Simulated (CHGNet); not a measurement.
## CaB6-type CaB₆

Computed with the machine-learned potential CHGNet-r²SCAN (trained on r²SCAN data).

Cell (relaxed at this level):

```cif
data_B6Ca
_chemical_formula_sum 'Ca1 B6'
_space_group_name_H-M_alt 'Pm-3m'
_space_group_IT_number 221
_space_group_name_Hall '-P 4 2 3'
_cell_length_a 4.13635
_cell_length_b 4.13635
_cell_length_c 4.13635
_cell_angle_alpha 90.000
_cell_angle_beta 90.000
_cell_angle_gamma 90.000
loop_
_atom_site_label
_atom_site_type_symbol
_atom_site_symmetry_multiplicity
_atom_site_Wyckoff_symbol
_atom_site_fract_x
_atom_site_fract_y
_atom_site_fract_z
_atom_site_occupancy
Ca1 Ca 1 a 0.00000 0.00000 0.00000 1
B1 B 6 f 0.20153 0.50000 0.50000 1
```

* **lattice constant a**: 4.136 Å
* **volume per atom**: 10.11 Å³/atom

Measured, for comparison: lattice constant a 4.151 Å, equilibrium volume per atom 10.22 Å³/atom (temperature not stated, not corrected to a static lattice; as tabulated in Singh (2010), arXiv:1009.1807). Computed (rounded) less measured: lattice constant a -0.4 %, equilibrium volume per atom -1.1 %. A static lattice is as a rule a little smaller and stiffer than an uncorrected measurement, which narrows the difference in the lattice constant a, equilibrium volume per atom and would widen misses of the other sign.

A machine-learned potential is trained on density-functional data: it inherits that level's misses and adds fitting errors of its own.

Note: the model gives imaginary modes for this phase (in the spectrum interpolated from a supercell).
